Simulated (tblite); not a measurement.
Compound: C5H12N (doublet state).
Numbering: `[CH3:1][CH:2][N:3]([CH3:4])[CH2:5][CH3:6]` (hydrogens: H7, H8, H9 on C1; H10 on C2; H11, H12, H13 on C4; H14, H15 on C5; H16, H17, H18 on C6)

Computed with GFN2-xTB (tblite), gas phase: L-BFGS steps from a force-field or distance-geometry start until the largest atomic force falls under 0.01 eV/Å.

Step 129: E = -535.3977 eV
```
atom  x, y, z in Å  |  force x, y, z in eV/Å
C1      2.3587   -0.3321    0.4615    0.000  -0.024   0.036
C2      1.2930    0.5631   -0.0639   -0.018  -0.023   0.020
N3      0.0594    0.0423   -0.4424    0.014   0.014  -0.038
C4     -0.1069   -1.3657   -0.6665   -0.001   0.007   0.004
C5     -1.0880    0.8951   -0.5535   -0.016   0.007  -0.006
C6     -2.0492    0.7611    0.6356    0.013   0.002   0.014
H7      2.1013   -0.7864    1.4332    0.015   0.011  -0.059
H8      2.5734   -1.1478   -0.2313    0.009   0.036   0.040
H9      3.2707    0.2457    0.6031   -0.024  -0.027  -0.009
H10     1.2515    1.5707    0.3188   -0.006  -0.013  -0.014
H11     0.0754   -1.9461    0.2454   -0.005   0.003  -0.018
H12    -1.1228   -1.5658   -1.0040    0.012   0.032   0.007
H13     0.5832   -1.7202   -1.4397    0.011   0.001   0.024
H14    -1.6186    0.6660   -1.4869   -0.050  -0.007   0.025
H15    -0.7430    1.9300   -0.6121    0.021  -0.016  -0.009
H16    -1.5058    0.9435    1.5605   -0.040  -0.009  -0.005
H17    -2.8544    1.4875    0.5521    0.017  -0.010  -0.007
H18    -2.4869   -0.2344    0.6787    0.047   0.015  -0.005
```

Step 130: E = -535.3989 eV
```
atom  x, y, z in Å  |  force x, y, z in eV/Å
C1      2.3511   -0.3304    0.4649    0.023  -0.030   0.035
C2      1.2861    0.5650   -0.0602   -0.006  -0.023   0.014
N3      0.0625    0.0461   -0.4714    0.002   0.018  -0.052
C4     -0.1074   -1.3658   -0.6690    0.006   0.014   0.000
C5     -1.0906    0.8944   -0.5657   -0.014   0.005  -0.009
C6     -2.0365    0.7611    0.6357    0.054   0.003   0.009
H7      2.0821   -0.8020    1.4238    0.007  -0.011  -0.026
H8      2.5853   -1.1342   -0.2364    0.000   0.058   0.040
H9      3.2556    0.2526    0.6344   -0.036  -0.034  -0.031
H10     1.2385    1.5673    0.3333   -0.017   0.007  -0.017
H11     0.0874   -1.9319    0.2482   -0.016  -0.009   0.014
H12    -1.1278   -1.5693   -0.9899    0.019   0.021  -0.007
H13     0.5749   -1.7329   -1.4428    0.004   0.005   0.007
H14    -1.6333    0.6617   -1.4915   -0.025   0.003   0.036
H15    -0.7477    1.9300   -0.6279    0.012  -0.023  -0.026
H16    -1.4755    0.9293    1.5514   -0.029   0.031   0.038
H17    -2.8347    1.4960    0.5680    0.008  -0.016   0.004
H18    -2.4789   -0.2306    0.6835    0.007  -0.019  -0.030
```

Step 131: E = -535.3999 eV
```
atom  x, y, z in Å  |  force x, y, z in eV/Å
C1      2.3425   -0.3293    0.4699   -0.006  -0.074   0.046
C2      1.2803    0.5682   -0.0568   -0.042  -0.099  -0.012
N3      0.0663    0.0513   -0.5021    0.042   0.013  -0.034
C4     -0.1068   -1.3652   -0.6710    0.007   0.013  -0.002
C5     -1.0930    0.8954   -0.5768   -0.003  -0.009   0.005
C6     -2.0233    0.7605    0.6364    0.079  -0.005   0.024
H7      2.0604   -0.8200    1.4174    0.023   0.010  -0.065
H8      2.5931   -1.1206   -0.2414   -0.010   0.077   0.060
H9      3.2401    0.2554    0.6644   -0.024  -0.024  -0.030
H10     1.2284    1.5668    0.3403   -0.027   0.057  -0.004
H11     0.1013   -1.9188    0.2514   -0.033   0.015   0.014
H12    -1.1315   -1.5736   -0.9759    0.038   0.022  -0.010
H13     0.5670   -1.7452   -1.4463   -0.007   0.015   0.003
H14    -1.6485    0.6613   -1.4941   -0.007   0.002   0.025
H15    -0.7515    1.9311   -0.6417    0.004  -0.015  -0.038
H16    -1.4478    0.9205    1.5445   -0.034   0.059   0.047
H17    -2.8197    1.4988    0.5810    0.015  -0.027   0.017
H18    -2.4662   -0.2302    0.6890   -0.015  -0.029  -0.045
```

Step 132: E = -535.4011 eV
```
atom  x, y, z in Å  |  force x, y, z in eV/Å
C1      2.3376   -0.3305    0.4731   -0.046  -0.076   0.029
C2      1.2771    0.5677   -0.0557    0.035  -0.066   0.006
N3      0.0701    0.0558   -0.5187   -0.037  -0.018  -0.046
C4     -0.1083   -1.3622   -0.6721    0.023   0.017  -0.027
C5     -1.0926    0.8983   -0.5803    0.029  -0.016  -0.006
C6     -2.0143    0.7596    0.6374    0.064  -0.053  -0.001
H7      2.0486   -0.8275    1.4138    0.020  -0.002  -0.030
H8      2.5966   -1.1162   -0.2397   -0.013   0.048   0.028
H9      3.2312    0.2537    0.6770    0.022   0.014  -0.010
H10     1.2268    1.5667    0.3395   -0.031   0.071  -0.001
H11     0.1036   -1.9131    0.2495   -0.038   0.023   0.072
H12    -1.1343   -1.5677   -0.9703    0.008   0.000  -0.030
H13     0.5616   -1.7504   -1.4455    0.000   0.014  -0.034
H14    -1.6585    0.6613   -1.4910    0.027   0.021   0.021
H15    -0.7504    1.9345   -0.6469   -0.023  -0.037  -0.047
H16    -1.4420    0.9267    1.5433    0.024   0.098   0.106
H17    -2.8188    1.4863    0.5782   -0.023   0.005   0.030
H18    -2.4428   -0.2366    0.6969   -0.042  -0.044  -0.059
```

Task: Estimate the geometry and energy of step 133. (The exact step hangs on the optimiser's Hessian estimate; all steps are aligned on step 132, rigid shifts and turns removed.)

Result: E = -535.4020 eV, largest force 0.138 eV/Å
```
atom  x, y, z in Å  |  force x, y, z in eV/Å
C1      2.3266   -0.3316    0.4786    0.037  -0.034  -0.012
C2      1.2668    0.5693   -0.0445   -0.117  -0.045  -0.030
N3      0.0748    0.0610   -0.5602    0.118   0.023   0.067
C4     -0.1077   -1.3621   -0.6758    0.021   0.005  -0.034
C5     -1.0950    0.8984   -0.5954    0.028  -0.028   0.012
C6     -1.9942    0.7615    0.6403    0.057  -0.027   0.021
H7      2.0257   -0.8544    1.4009    0.040  -0.009  -0.026
H8      2.6111   -1.0961   -0.2507   -0.049   0.088   0.072
H9      3.2105    0.2614    0.7118   -0.039  -0.047  -0.009
H10     1.2064    1.5646    0.3653   -0.034  -0.023  -0.048
H11     0.1128   -1.8990    0.2527   -0.046   0.068   0.071
H12    -1.1366   -1.5715   -0.9587   -0.011  -0.008  -0.047
H13     0.5532   -1.7674   -1.4475    0.003   0.018  -0.044
H14    -1.6783    0.6540   -1.4932    0.051   0.037   0.031
H15    -0.7545    1.9350   -0.6718   -0.045  -0.053  -0.055
H16    -1.4060    0.9303    1.5386   -0.022   0.091   0.032
H17    -2.8021    1.4885    0.5908    0.036  -0.037   0.049
H18    -2.4224   -0.2353    0.7074   -0.028  -0.018  -0.050
```

The energy changes by -0.0009 eV. The first-order estimate −F·Δx gives -0.0029 eV and the mean of the old and new forces, exact on a quadratic surface, -0.0007 eV. The step makes an angle of 85° with the force vector and moves no atom by more than 0.042 Å.

The cost below is that of the whole relaxation. Time: 0.96 s of wall time. Hardware: one thread, Arm Neoverse V2 (aarch64), no GPU, on a shared host.
